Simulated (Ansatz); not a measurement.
Process, species as SMILES: [NH2] (NH2) → [NH2-] (an electron is taken up)
B3LYP-D3(BJ)/def2-TZVP geometries, fixed; electronic energies without zero-point terms; positive where energy is released.
Largest species:
```
N
H 1 1.0284
H 1 1.0284 2 103.25
```
Charge 0, spin multiplicity 2.

Basis-set convergence of the adiabatic electron affinity at B2PLYP with Ansatz (an electronic-structure program). Cartesian d functions, on some or all atoms, in 6-31G*, 6-31+G*; all else is spherical. Cores are frozen. Open shells are unrestricted. No added dispersion term, no relativity. Functions are those of the species that has most. Reference: the value in aug-cc-pV5Z, 0.755 eV, itself unsure by roughly 0.054 eV (its mean distance from aug-pcseg-3, aug-cc-pVQZ, def2-QZVPPD). Deviations are taken from unrounded values.

```json
[
 {"basis": "6-31G*", "functions": "19", "adiabatic electron affinity (eV)": "-1.057"},
 {"basis": "6-31+G*", "functions": "23", "adiabatic electron affinity (eV)": "0.424"},
 {"basis": "cc-pVDZ", "functions": "24", "adiabatic electron affinity (eV)": "-1.138"},
 {"basis": "aug-cc-pVDZ", "functions": "41", "adiabatic electron affinity (eV)": "0.661"},
 {"basis": "def2-SVP", "functions": "24", "adiabatic electron affinity (eV)": "-1.006"},
 {"basis": "def2-SVPD", "functions": "36", "adiabatic electron affinity (eV)": "0.333"},
 {"basis": "pcseg-1", "functions": "24", "adiabatic electron affinity (eV)": "-0.664"},
 {"basis": "aug-pcseg-1", "functions": "41", "adiabatic electron affinity (eV)": "0.685"},
 {"basis": "6-311G**", "functions": "30", "adiabatic electron affinity (eV)": "-0.706"},
 {"basis": "6-311+G**", "functions": "34", "adiabatic electron affinity (eV)": "0.531"},
 {"basis": "def2-TZVP", "functions": "43", "adiabatic electron affinity (eV)": "0.046"},
 {"basis": "def2-TZVPD", "functions": "55", "adiabatic electron affinity (eV)": "0.501"},
 {"basis": "cc-pVTZ", "functions": "58", "adiabatic electron affinity (eV)": "-0.297"},
 {"basis": "aug-cc-pVTZ", "functions": "92", "adiabatic electron affinity (eV)": "0.710"},
 {"basis": "pcseg-2", "functions": "58", "adiabatic electron affinity (eV)": "0.251"},
 {"basis": "aug-pcseg-2", "functions": "92", "adiabatic electron affinity (eV)": "0.735"},
 {"basis": "def2-TZVPP", "functions": "59", "adiabatic electron affinity (eV)": "0.072"},
 {"basis": "def2-TZVPPD", "functions": "71", "adiabatic electron affinity (eV)": "0.512"},
 {"basis": "cc-pVQZ", "functions": "115", "adiabatic electron affinity (eV)": "0.085"},
 {"basis": "aug-cc-pVQZ", "functions": "172", "adiabatic electron affinity (eV)": "0.738"},
 {"basis": "def2-QZVPP", "functions": "117", "adiabatic electron affinity (eV)": "0.399"},
 {"basis": "def2-QZVPPD", "functions": "129", "adiabatic electron affinity (eV)": "0.611"},
 {"basis": "pcseg-3", "functions": "126", "adiabatic electron affinity (eV)": "0.615"},
 {"basis": "aug-pcseg-3", "functions": "183", "adiabatic electron affinity (eV)": "0.757"},
 {"basis": "cc-pV5Z", "functions": "201", "adiabatic electron affinity (eV)": "0.433"},
 {"basis": "aug-cc-pV5Z", "functions": "287", "adiabatic electron affinity (eV)": "0.755"}
]
```

What the diffuse functions change, pair by pair:
- 6-31G* to 6-31+G*: 4 more functions, deviation -1.812 to -0.331 eV
- cc-pVDZ to aug-cc-pVDZ: 17 more functions, deviation -1.893 to -0.093 eV
- def2-SVP to def2-SVPD: 12 more functions, deviation -1.761 to -0.422 eV
- pcseg-1 to aug-pcseg-1: 17 more functions, deviation -1.419 to -0.070 eV
- 6-311G** to 6-311+G**: 4 more functions, deviation -1.461 to -0.223 eV
- def2-TZVP to def2-TZVPD: 12 more functions, deviation -0.709 to -0.253 eV
- cc-pVTZ to aug-cc-pVTZ: 34 more functions, deviation -1.052 to -0.044 eV
- pcseg-2 to aug-pcseg-2: 34 more functions, deviation -0.504 to -0.019 eV
- def2-TZVPP to def2-TZVPPD: 12 more functions, deviation -0.682 to -0.242 eV
- cc-pVQZ to aug-cc-pVQZ: 57 more functions, deviation -0.669 to -0.017 eV
- def2-QZVPP to def2-QZVPPD: 12 more functions, deviation -0.356 to -0.144 eV
- pcseg-3 to aug-pcseg-3: 57 more functions, deviation -0.139 to 0.002 eV
- cc-pV5Z to aug-cc-pV5Z: 86 more functions, deviation -0.321 to 0.000 eV

Leaving out the reference's own pair, they bring the value nearer the reference by more than 0.054 eV in 12 of 12 pairs.
